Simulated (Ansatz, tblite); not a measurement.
Removing an electron: BMe2H (C₂H₇B). The state is a singlet with charge 0. Geometry: PBE-D4/def2-TZVP. Ansatz, gas phase; energy differences of separate SCF runs; the oxidised species was run as a doublet alone.

Cartesian coordinates in Å:
```
B 0.050 0.177 -0.538
C -1.308 0.422 0.192
H -1.300 1.493 0.482
H -1.455 -0.153 1.118
H -2.189 0.316 -0.458
C 1.275 -0.530 0.126
H 1.307 -1.549 -0.311
H 1.215 -0.653 1.217
H 2.243 -0.082 -0.147
H 0.163 0.559 -1.681
```

The xTB rows come from tblite.

Estimate orbital energies and vertical ionisation energies at: GFN1-xTB; GFN2-xTB; PBE-D4/def2-TZVP; r2SCAN-D4/def2-TZVP; PBE0-D4/def2-TZVP.


```json
{"level": "GFN1-xTB", "−HOMO (eV)": "12.12", "vertical IE (eV)": "15.53", "−LUMO (eV)": "7.04", "HOMO–LUMO gap (eV)": "5.08"}
{"level": "GFN2-xTB", "−HOMO (eV)": "11.00", "vertical IE (eV)": "14.19", "−LUMO (eV)": "6.18", "HOMO–LUMO gap (eV)": "4.83"}
{"level": "PBE-D4/def2-TZVP", "−HOMO (eV)": "7.24", "vertical IE (eV)": "10.71", "−LUMO (eV)": "1.64", "HOMO–LUMO gap (eV)": "5.60"}
{"level": "r2SCAN-D4/def2-TZVP", "−HOMO (eV)": "7.54", "vertical IE (eV)": "10.82", "−LUMO (eV)": "1.20", "HOMO–LUMO gap (eV)": "6.34"}
{"level": "PBE0-D4/def2-TZVP", "−HOMO (eV)": "8.64", "vertical IE (eV)": "11.04", "−LUMO (eV)": "0.60", "HOMO–LUMO gap (eV)": "8.03"}
```

Relaxing the oxidised species (PBE-D4/def2-TZVP) changes its energy by -0.76 eV at PBE-D4/def2-TZVP, so the adiabatic ionisation energy to this nearest minimum is 9.95 eV. At PBE0-D4/def2-TZVP it is 10.16 eV.   Raw xTB energy differences between charge states are shifted by several eV; the methods need an empirical correction for them.
